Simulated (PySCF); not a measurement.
C₃H₉OP.
Bonds: C1–P2, P2–C3, P2–C4, P2–O5 (double). Hydrogens: H6, H7, H8 on C1; H9, H10, H11 on C3; H12, H13, H14 on C4.

The same species was optimised twice, with GFN2-xTB and with PBE0-D3(BJ)/def2-SVP (PySCF), and the same property calculations (PySCF, gas phase) were run on both structures.

| coordinate | GFN2-xTB | PBE0-D3(BJ)/def2-SVP | change |
| --- | --- | --- | --- |
| P2=O5 (Å) | 1.468 | 1.497 | +0.029 |
| C3–H10 (Å) | 1.085 | 1.100 | +0.015 |
| C4–H12 (Å) | 1.085 | 1.100 | +0.015 |
| P2–C4 (Å) | 1.834 | 1.819 | -0.015 |
| C1–H6 (Å) | 1.085 | 1.100 | +0.015 |
| C1–P2 (Å) | 1.833 | 1.819 | -0.014 |
| P2–C3 (Å) | 1.833 | 1.819 | -0.014 |
| C4–H13 (Å) | 1.088 | 1.100 | +0.012 |
| C1–H8 (Å) | 1.088 | 1.100 | +0.012 |
| C3–H11 (Å) | 1.088 | 1.100 | +0.012 |
| C1–H7 (Å) | 1.088 | 1.100 | +0.012 |
| C3–H9 (Å) | 1.088 | 1.100 | +0.012 |
| C4–H14 (Å) | 1.088 | 1.100 | +0.012 |
| P2–C3–H9 (°) | 107.9 | 108.8 | +0.9 |
| P2–C1–H8 (°) | 108.0 | 108.7 | +0.7 |
| P2–C4–H13 (°) | 108.0 | 108.7 | +0.7 |
| C3–P2–C4 (°) | 105.2 | 104.6 | -0.6 |
| H10–C3–H11 (°) | 110.0 | 109.5 | -0.5 |
| C1–P2–C4 (°) | 105.2 | 104.6 | -0.6 |
| C3–P2–O5 (°) | 113.4 | 114.0 | +0.6 |
| H6–C1–H7 (°) | 110.0 | 109.5 | -0.5 |

Rotational constants: A = 3733, B = 3733, C = 3504 MHz (GFN2-xTB) against A = 3714, B = 3709, C = 3567 MHz (PBE0-D3(BJ)/def2-SVP). Atoms that the bonding makes alike are paired by their places after alignment.

On the GFN2-xTB structure: HOMO (eV) -7.47 [PBE0/pcSseg-1]; LUMO (eV) 0.93 [PBE0/pcSseg-1]; dipole (D) 4.14 [PBE0/pcSseg-1]; GIAO shielding of C1/C3/C4 (mean) (ppm) 165.8 [PBE0/pcSseg-1]; GIAO shielding of P2 (ppm) 313.6 [PBE0/pcSseg-1]; GIAO shielding of O5 (ppm) 222.0 [PBE0/pcSseg-1].

Question: What do these properties become on the PBE0-D3(BJ)/def2-SVP structure?

Answer: 
```tsv
property	level	on GFN2-xTB	on PBE0-D3(BJ)/def2-SVP	change
HOMO (eV)	PBE0/pcSseg-1	-7.47	-7.39	+0.08
LUMO (eV)	PBE0/pcSseg-1	0.93	0.85	-0.08
dipole (D)	PBE0/pcSseg-1	4.14	4.32	+0.18
energy, GFN2-xTB geometry as zero (kcal/mol)	PBE0/pcSseg-1	0.0	-1.0	-1.0
GIAO shielding of C1/C3/C4 (mean) (ppm)	PBE0/pcSseg-1	165.8	164.7	-1.1
GIAO shielding of P2 (ppm)	PBE0/pcSseg-1	313.6	310.6	-3.0
GIAO shielding of O5 (ppm)	PBE0/pcSseg-1	222.0	220.2	-1.8
```

The heavy atoms differ by 0.020 Å rms after alignment (one structure mirrored). Among all bonds P2=O5 changes most (+0.029 Å). Changes are differences of the printed values. Neither structure is proved a minimum here.
